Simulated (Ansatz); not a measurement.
**CH2NO− (SMILES N=C[O-]): one structure at several levels**

One table from this session's results is given with a row withheld; the runs are named, their logs left out.

Method: single points in def2-TZVPPD; program: Ansatz 0.2.0, Gaussian basis.

Correlated methods freeze the cores.

## The system as given

SMILES `N=C[O-]`, 5 atoms, charge -1, spin multiplicity 1.

Atoms are counted from 1 here; the program's logs count them from 0.

Bond lengths: N1–C2 1.440 Å, N1–H4 0.929 Å, C2–O3 1.311 Å, C2–H5 0.847 Å. Angles: C2–N1–H4 97.6°, N1–C2–O3 131.5°, N1–C2–H5 107.0°, O3–C2–H5 121.5°.

As a file:

```xyz
5
CH2NO
N    -0.0304    0.1539   -0.9616
C     0.2672   -0.2667    0.3835
O     1.1809   -1.0792    0.8571
H    -0.7934    0.6473   -0.7700
H    -0.2911    0.1168    0.8924
```

The first run:

The input, run/in.yaml:

```yaml
crystal:
  periodic: [false, false, false]
  atoms:
    - {symbol: N, position_ang: [-0.030400, 0.153900, -0.961600]}
    - {symbol: C, position_ang: [0.267200, -0.266700, 0.383500]}
    - {symbol: O, position_ang: [1.180900, -1.079200, 0.857100]}
    - {symbol: H, position_ang: [-0.793400, 0.647300, -0.770000]}
    - {symbol: H, position_ang: [-0.291100, 0.116800, 0.892400]}
basis:
  gaussian: {orbitals: "def2-TZVPPD.json"}
total_charge: -1
correlation: {method: ccsd_t}
output: {forces: true}
```

The basis file named in the input lies beside it (Basis Set Exchange, JSON).

No record of the launch command was kept for these runs.

Among the steps run: CCSD(T)/def2-TZVPPD; PBE0-D4/def2-TZVPPD; wB97M-V/def2-TZVPPD; r2SCAN-D4/def2-TZVPPD; PBE-D4/def2-TZVPPD; B97M-V/def2-TZVPPD; SPW92/def2-TZVPPD.

One table of the session follows, with a row left open; its other results are not shown here.

| method | RMS force component (eV/Å) | angle to CCSD(T) forces (°) |
| --- | --- | --- |
| CCSD(T) | 7.297 | reference |
| PBE0-D4 | 7.440 | 2.0 |
| wB97M-V | 7.350 | 1.9 |
| r2SCAN-D4 | 7.299 | 0.8 |
| PBE-D4 | ? | ? |
| B97M-V | 7.280 | 1.9 |
| SPW92 | 7.522 | 1.3 |

Q: Estimate the row for PBE-D4 from the others.

The run gave: RMS force component (eV/Å): 7.306; angle to CCSD(T) forces (°): 1.2. In the column «RMS force component (eV/Å)» it lies between r2SCAN-D4 (7.299) and wB97M-V (7.350).
